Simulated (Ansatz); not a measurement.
## A ladder of methods for SiH (SMILES [SiH])

SiH: 2 atoms, total charge 0, spin state doublet. SMILES: `[SiH]`. The coordinates come from a GFN2-xTB relaxation.

```xyz
2

Si    0.0000    0.0000    0.0000
H     0.0000    0.0000    1.5166
```

Each level gives the energy change with the Si1–H2 bond stretched from 1.517 to 2.298 Å (eV). The values are calculated.

| level | kind | program | value (eV) | less FCI/6-311G** |
| --- | --- | --- | --- | --- |
| UHF/6-311G** | Hartree–Fock | Ansatz | 1.69 | +0.09 |
| U-revPBE/6-311G** | GGA | Ansatz | 1.47 | -0.13 |
| U-r2SCAN/6-311G** | meta-GGA | Ansatz | 1.61 | +0.01 |
| U-r2SCAN0/6-311G** | hybrid meta-GGA | Ansatz | 1.72 | +0.12 |
| U-wB97M-V/6-311G** | range-separated hybrid | Ansatz | 1.72 | +0.12 |
| U-wB97X/6-311G** | range-separated hybrid | Ansatz | 1.80 | +0.20 |
| UMP2/6-311G** | perturbation theory | Ansatz | 1.98 | +0.38 |
| UCCSDT(Q)/6-311G** | coupled cluster or CI | Ansatz | 1.60 | 0.00 |
| FCI/3-21G | exact in the basis | Ansatz | 1.14 | -0.46 |
| FCI/6-311G** | exact in the basis | Ansatz | 1.60 | 0.00 |

FCI/6-311G** is exact within its basis and frozen core, so for wave-function methods in that basis the difference is their error; functionals converge differently with the basis, so for them it is only a difference. The first shape isn't each level's own minimum. The values span 1.14 to 1.98 eV. Spin contamination of the reference (⟨S²⟩ at least 0.1 too high) touches UHF/6-311G**, U-r2SCAN0/6-311G**, UMP2/6-311G**, UCCSDT(Q)/6-311G**. High-level rows in very small sets aren't better than simpler rows in larger ones.
